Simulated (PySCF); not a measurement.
## What each rung costs, and what it gives

Saddle point of SiPH7, closed shell (SiH₄ + PH₃ → SiPH₅ ([SiH3][PH2]) + H₂; bonds formed: Si1–P7, H2–H6; bonds broken: Si1–H2, H6–P7), PBE0-D4/def2-TZVP structure:

```
atom    x (Å)    y (Å)    z (Å)
 Si1  -0.8678   0.6142  -0.3095
  H2  -0.5424  -1.1556  -0.5226
  H3  -1.2850   0.6742  -1.7434
  H4  -1.9873   0.3152   0.6194
  H5  -0.4683   2.0382  -0.0553
  H6   0.1884  -1.6146   0.3112
  P7   1.0326  -0.3830   0.7182
  H8   2.2001   0.0337   1.4824
  H9   1.7298  -0.5224  -0.5003
```

Barriers are electronic and count from the start structure reached by relaxing down the imaginary mode.

PySCF 2.14 with density fitting (its default auxiliary sets; JK sets also for MP2 and CCSD(T)); basis: as named in each row; cores frozen in the correlated methods. B3LYP uses VWN-RPA correlation. Extrapolation: Hartree–Fock as exp(−7.88 √X), correlation as X^−2.97.

Times are rough, for one single point on 4 threads of a shared host (Oxide Virtual Turin-like).

The estimate by CCSD(T) at an estimated basis limit (MP2 extrapolated from triple and quadruple zeta, plus CCSD(T) − MP2 in triple zeta) is 62.71 kcal/mol.

```tsv
method	basis	time (s)	barrier (kcal/mol)	method less estimate
HF	STO-3G	under 1	128.90	66.19
B3LYP-D4	6-31G	3	69.02	6.31
MP2	def2-QZVPP	3	62.36	-0.36
PBE0-D4	def2-SVP	4	57.55	-5.16
PBE-D4	def2-SVP	5	51.26	-11.45
CCSD(T)	def2-SVP	6	70.82	8.11
SPW92	def2-TZVPP	6	42.81	-19.90
PBE0-D4	def2-TZVPP	8	55.48	-7.23
BHLYP-D4	def2-TZVPP	8	68.22	5.50
B3LYP-D4	def2-TZVPP	8	61.04	-1.68
PBE-D4	def2-TZVPP	9	49.62	-13.09
r2SCAN-D4	def2-TZVPP	16	54.80	-7.91
CCSD(T)	def2-TZVPP	100	64.90	2.18
wB97M-V	def2-TZVPP	280	63.68	0.97
```

All methods are single points on the PBE0-D4 structures.

No T1 diagnostic of these runs exceeds 0.015.

Labels in which every atom is bracketed show which atoms are joined, not bond orders.
